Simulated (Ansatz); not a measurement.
`[NH2][AlH][SiH3]` → `[NH2][AlH2]` + `[SiH2]` at 600 K and 1 bar (silylene loss).

Program: Ansatz. Geometries: PBE0-D4/def2-TZVP. ΔE: electronic, gas phase. CCSD(T)/CBS adds triple-zeta CCSD(T) − MP2 to the extrapolated MP2 energy (def2 sets, frozen cores). This one scheme is used for every species. One conformer a species, not always the lowest.

```json
{"species": "`[NH2][AlH][SiH3]`", "CCSD(T)/CBS energy (Eh)": "-589.42853", "H − E (kJ/mol)": "206.6", "S (J/(mol·K))": "413.6"}
{"species": "`[NH2][AlH2]`", "CCSD(T)/CBS energy (Eh)": "-299.14566", "H − E (kJ/mol)": "138.4", "S (J/(mol·K))": "304.9"}
{"species": "`[SiH2]`", "CCSD(T)/CBS energy (Eh)": "-290.19011", "H − E (kJ/mol)": "52.1", "S (J/(mol·K))": "233.9"}
```

H − E and S are ideal-gas, rigid-rotor, harmonic terms from PBE0-D4/def2-TZVP, for one conformer and one mirror image of each species. 1 Eh = 2625.50 kJ/mol, R = 8.31446 J/(mol·K).

Task: By hand: ΔE, ΔH, ΔS and ΔG.

Result: ΔE = (-299.14566) + (-290.19011) − (-589.42853) = 0.09276 Eh = 243.5 kJ/mol. Δ(H − E) = 138.4 + 52.1 − 206.6 = -16.1, so ΔH = 227.4 kJ/mol. ΔS = 304.9 + 233.9 − 413.6 = 125.2 J/(mol·K). ΔG = 227.4 − 600 × (125.2)/1000 = 152.3 kJ/mol.

Task: By hand: the equilibrium constant, and the temperature at which ΔG would vanish if ΔH and ΔS stayed fixed.

Result: log₁₀ K = −ΔG/(RT ln 10) = -13.3. ΔG = 0 at ΔH/ΔS = 1816 K.

The number of gas molecules changes by +1, which sets the sign of ΔS. A doubt of 5 kJ/mol in ΔE shifts log₁₀ K by 0.4 here. Other conformers and mirror images would add mixing entropy, several J/(mol·K) or more a flexible species. Modes under 60 cm⁻¹, often nearly free rotors, make the harmonic entropy too high. These are equilibria of isolated gas molecules and say nothing of rates. Largest T1 diagnostic: 0.014 (customary marks: 0.02 for closed shells, 0.045 for open ones).
